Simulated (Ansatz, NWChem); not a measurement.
Worked example: vertical ionisation energy of CH5N (methylamine)

CH5N has 7 atoms, charge 0, and is taken as a singlet. SMILES: `CN`. The shape is that of a PBE0-D4/def2-TZVP optimisation.

Both states at this one shape; open shells run unrestricted unless said. 1 Eh = 27.2114 eV.

| level | program | singlet CH5N (Eh) | doublet CH5N+ (Eh) |
| --- | --- | --- | --- |
| CAM-B3LYP/3-21G | NWChem | -95.264434 | -94.931375 |
| BCCD(T)/STO-3G, 2 core orbitals frozen | Ansatz | -94.162794 | -93.911594 |

Problem. Work out the vertical ionisation energy at each level.

Solution. 
1. CAM-B3LYP/3-21G: -94.931375 − (-95.264434) = 0.333059 Eh = 9.06 eV.
2. BCCD(T)/STO-3G: -93.911594 − (-94.162794) = 0.251200 Eh = 6.84 eV.

No measured value is set beside it here; the levels span 6.84 to 9.06 eV. Minimal sets are far from the basis-set limit.
